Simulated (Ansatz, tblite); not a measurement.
# The cluster Al2Sb2: rung by rung

Aim: run the singlet of the cluster Al2Sb2 at one geometry on many levels, and compare frontier levels, spin and run time.

Method: as each input shows; program: Ansatz 0.2.0, Gaussian basis.

Plan: GFN1-xTB, GFN2-xTB, PBE-D4/def2-TZVP, r2SCAN-D4/def2-TZVP, LDA/def2-TZVP, BHLYP-D4/def2-TZVP, PBE+10HF/def2-SVP, PBE+15HF/def2-SVP, PBE+40HF/def2-SVP, PBE-D4/def2-SVP, PBE0-D4/def2-SVP, PBE0-D4/def2-TZVPD, PBE-D4/def2-TZVPD, r2SCAN-D4/def2-TZVPD, CCSD(T)/def2-TZVPP, MP2/def2-TZVP, RPA/def2-TZVP.

5 further runs of the same task are left out: 5 set aside as unsound or not needed. Runs told in other sessions of the task aren't counted.

## Step 1: The relaxed structure

The geometry is that of the singlet, from an earlier relaxation (r2SCAN-D4/def2-SVP). At that level it is the lowest of the isomers that a small search found.

4 atoms, charge 0, spin multiplicity 1.

Bond lengths: Al1–Sb3 2.861 Å, Al1–Sb4 2.861 Å, Al2–Sb3 2.861 Å, Al2–Sb4 2.861 Å, Sb3–Sb4 2.675 Å. Angles: Sb3–Al1–Sb4 55.7°, Sb3–Al2–Sb4 55.7°, Al1–Sb3–Al2 124.3°, Al1–Sb3–Sb4 62.1°, Al2–Sb3–Sb4 62.1°, Al1–Sb4–Al2 124.2°, Al1–Sb4–Sb3 62.1°, Al2–Sb4–Sb3 62.1°.

Sb takes a core potential in the def2 sets. No spin-orbit coupling is included.

PBE0-D4/def2-TZVP was run before; its log isn't repeated, and its numbers join the tables.

## Step 2: GFN1-xTB

Tight binding, by tblite at 300 K electronic temperature and without a spin-polarisation term:

```python
tblite.interface.Calculator('GFN1-xTB', numbers, positions, charge=0, uhf=0).singlepoint()
```

Energy -205.2182 eV, HOMO -8.31 eV, LUMO -7.39 eV; 0.004 s.

## Step 3: GFN2-xTB

Tight binding, by tblite at 300 K electronic temperature and without a spin-polarisation term:

```python
tblite.interface.Calculator('GFN2-xTB', numbers, positions, charge=0, uhf=0).singlepoint()
```

Energy -174.9865 eV, HOMO -7.65 eV, LUMO -6.85 eV; 0.006 s.

## Step 4: PBE-D4/def2-TZVP

start.molden holds the orbitals of an earlier run on this state, given as this run's starting guess.

The input, in.yaml:

```yaml
crystal:
  periodic: [false, false, false]
  atoms:
    - {symbol: Al, position_ang: [0.443841, 2.222386, 1.122583]}
    - {symbol: Al, position_ang: [-0.443368, -2.222292, -1.122948]}
    - {symbol: Sb, position_ang: [1.305881, -0.131462, -0.255691]}
    - {symbol: Sb, position_ang: [-1.306355, 0.131368, 0.256056]}
basis:
  gaussian: {orbitals: def2-TZVP, initial_orbitals: start.molden}
hamiltonian: {xc: pbe, dispersion: d4}
scf: {omitted_lower_state_checks: [starts]}
output: {orbitals: {seedname: orbitals}}
```

Started as:

```console
ansatz run in.yaml --threads 4 --pin off --events-out ev --progress --plain --max-ram 4787MiB
```

The runs that follow: r2SCAN-D4/def2-TZVP; LDA/def2-TZVP; BHLYP-D4/def2-TZVP; PBE+10HF/def2-SVP; PBE+15HF/def2-SVP; PBE+40HF/def2-SVP; PBE-D4/def2-SVP; PBE0-D4/def2-SVP; PBE0-D4/def2-TZVPD; PBE-D4/def2-TZVPD; r2SCAN-D4/def2-TZVPD; CCSD(T)/def2-TZVPP; MP2/def2-TZVP; RPA/def2-TZVP.

Q: Predict the results of all the runs planned. Wanted: gap in def2-TZVP, named functionals, smallest and largest; gap over the share of exact exchange; correlation energy, CCSD(T)/def2-TZVPP; correlation energy, MP2/def2-TZVP; binding an atom, CCSD(T)/def2-TZVPP; PBE0 total energy, smallest basis above largest.

**Answer**, as computed:

```
                                                 quantity                              value
gap in def2-TZVP, named functionals, smallest and largest  0.51 eV (LDA), 3.29 eV (BHLYP-D4)
                     gap over the share of exact exchange       0.61 eV at 0, 2.76 eV at 0.4
                   correlation energy, CCSD(T)/def2-TZVPP                          -22.77 eV
                        correlation energy, MP2/def2-TZVP                          -22.29 eV
                      binding an atom, CCSD(T)/def2-TZVPP                           1.770 eV
          PBE0 total energy, smallest basis above largest     4.98 eV (def2-SVP, def2-TZVPD)
```

What this shows: Over the named functionals in def2-TZVP the gap runs from 0.51 eV (LDA) to 3.29 eV (BHLYP-D4); exact exchange widens it. Raising the share of exact exchange from 0 to 0.4 moves the HOMO by -1.20 eV and the LUMO by +0.95 eV. The functionals in def2-TZVP miss CCSD(T)/def2-TZVPP by -0.012 (BHLYP-D4) to +0.669 eV (LDA) an atom. The reference is CCSD(T) in one finite basis, so it carries an error of its own, often a tenth of an eV or more, and near misses can't be ranked.
